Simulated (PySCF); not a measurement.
Adding and removing an electron: OF

PBE0; O def2-SVP, F def2-SVP; no relativity (PySCF 2.14). Neutral (UKS): doublet (π ↑), Re = 1.324 Å, ωe = 1171 cm⁻¹, De = 2.39 eV, HOMO -8.82 eV, LUMO -4.33 eV.

OF⁺ (UKS): triplet (π ↑↑), Re = 1.207 Å, ωe = 1491 cm⁻¹, De = 3.53 eV to O⁺ + F. The energies at the minima are -174.56191 hartree for OF and -174.09734 for OF⁺.

Q: Work out the adiabatic ionisation energy, without and with harmonic zero-point energies (1 hartree = 27.2114 eV, 1 eV = 8065.5 cm⁻¹), and the change of the bond length.

A: At PBE0: 0.46457 hartree = 12.642 eV between the minima; the zero-point term (1491.0 − 1171.0)/2 cm⁻¹ = +0.020 eV makes it 12.661 eV. Re changes by -11.7 pm against the neutral. The electron leaves a π orbital, and the shorter bond of the ion fits an antibonding orbital, or a change in how ionic the bond is.

For an ion De counts to the pair picked by the measured ionisation energies or electron affinities, which need not be the lowest pair at this level. States were picked by a PBE0 search and need not be the measured ground states.
